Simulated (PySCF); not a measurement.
Compound: cyclopropanol, C3H6O.
Z-matrix (Å and degrees, PBE0-D3(BJ)/def2-SVP geometry), rows numbered from 1:
```
O 
C   1  1.3838
C   2  1.4957  1  122.43
C   2  1.4958  1  122.47  3    73.65
H   1  0.9625  2  108.79  3   -37.31
H   2  1.0941  1  109.56  3  -143.17
H   3  1.0950  2  117.24  4  -107.22
H   3  1.0936  2  119.42  4   108.58
H   4  1.0950  2  117.36  3   107.19
H   4  1.0936  2  119.36  3  -108.52
```

The calculation used MP2 and CCSD/aug-cc-pVDZ in PySCF, restricted Hartree–Fock reference, 4 core orbitals frozen, non-relativistic, gas phase, PBE0-D3(BJ)/def2-SVP geometry.

E(HF) = -191.93571 Eh.

Q: How large is the problem?

A: 146 basis functions and 32 electrons; 4 orbitals frozen, which leaves o = 12 correlated occupied and v = 130 virtual orbitals. That is o·v = 1560 singles and o·v(o·v + 1)/2 = 1217580 distinct closed-shell doubles amplitudes before symmetry; the costliest CCSD step grows as o²v⁴ = 4.1 × 10^10.

Q: What are the MP2 and CCSD correlation energies?

A: MP2 -0.6333 Eh and CCSD -0.6707 Eh, which gives totals of -192.56901 and -192.60637 Eh. That is 0.760 eV for each correlated electron at CCSD (1761 kJ/mol in all, 0.348 % of the total energy); MP2 gives 94.4 % of the CCSD value.

Q: What is the T1 diagnostic?

A: 0.0105, below the customary warning level of 0.02. It is the norm of the spatial-orbital singles amplitudes over the root of the number of correlated electrons, so the norm is 0.051.

Q: How does correlation change the dipole moment?

A: HF gives 1.66 D and CCSD (unrelaxed density) 1.54 D, a change of -0.12 D.

No triples correction and no basis-set extrapolation were made.

The job also held the EOM ionisation roots. The run took 2.7 min wall on an Arm Neoverse V2 with one thread, no GPU, on a shared host.

One conformer stands for the species.
